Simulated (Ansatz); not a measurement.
Computed with Ansatz on PBE0-D4/def2-TZVP structures; ΔE is electronic, products minus reactants. CBS: MP2 limit from def2 TZ/QZ plus the TZ coupled-cluster correction, frozen cores. This one scheme is used for every species. Functionals use def2-TZVPP. HSE06 is defined as in plane-wave codes.

`CC1(Cl)CO1` + H–F → `CC1(F)CO1` + HCl  (substitution at a C–Cl bond)

`CC1(Cl)CO1`:

```xyz
10

C    -1.068   -0.469   -0.488
C     0.092    0.410   -0.149
Cl   -0.301    2.135   -0.290
C     1.160    0.045    0.771
O     1.337    0.056   -0.649
H    -1.374   -0.299   -1.521
H    -1.914   -0.254    0.165
H    -0.776   -1.514   -0.372
H     1.161   -0.941    1.229
H     1.683    0.831    1.305
```

H–F:

Z-matrix (Å, degrees):
```
F
H 1 0.920
```

`CC1(F)CO1`:

Z-matrix (Å, degrees):
```
C
C 1 1.490
H 1 1.092 2 109.4
H 1 1.089 2 110.0 3 -119.7
H 1 1.091 2 110.3 3 119.6
F 2 1.362 1 111.2 3 -60.9
C 2 1.453 1 126.5 3 147.1
O 2 1.381 1 118.7 3 73.5
H 7 1.086 2 118.4 1 151.7
H 7 1.087 2 120.6 1 -3.9
```

HCl:

Cartesian coordinates in Å:
```
Cl 0.002 -0.460 -0.444
H -0.002 0.460 0.444
```

```json
{"level": "revPBE-D4", "ΔE (kJ/mol)": "2.0"}
{"level": "r2SCAN0-D4", "ΔE (kJ/mol)": "-9.2"}
{"level": "HSE06-D4", "ΔE (kJ/mol)": "-4.8"}
{"level": "PBE", "ΔE (kJ/mol)": "-7.6"}
{"level": "r2SCANh", "ΔE (kJ/mol)": "-10.7"}
{"level": "CAM-B3LYP", "ΔE (kJ/mol)": "-19.1"}
{"level": "HF/def2-QZVPP", "ΔE (kJ/mol)": "-26.2"}
{"level": "MP2/def2-QZVPP", "ΔE (kJ/mol)": "12.0"}
```

(1) What does CCSD(T)/CBS give? (An estimate is asked.)

Largest T1 diagnostic among the species: 0.011.

## Answers

(1) Ansatz gave: +2.4 kJ/mol. The listed levels differ from it by -0.4, -11.6, -7.2, -10.0, -13.1, -21.5, -28.6, 9.6 kJ/mol.

Leaving LDA and LC-ωPBE aside and taking each functional with its dispersion term where it has one, the values, not all of them listed here, spread over 17.3 kJ/mol, from CAM-B3LYP-D4 to revPBE-D4. The D4 term adds +7.1 kJ/mol with B3LYP and +3.7 kJ/mol with PBE0; it sums over pairs of atoms, weighted by their polarisabilities, and B3LYP, whose exchange is more repulsive, gets the larger term.

CCSD(T)/CBS has its own doubt, a few kJ/mol and more with outer-core shells, so smaller differences from it don't rank the levels.

B3LYP here is the variant with VWN-RPA as its local correlation; programs differ in this.
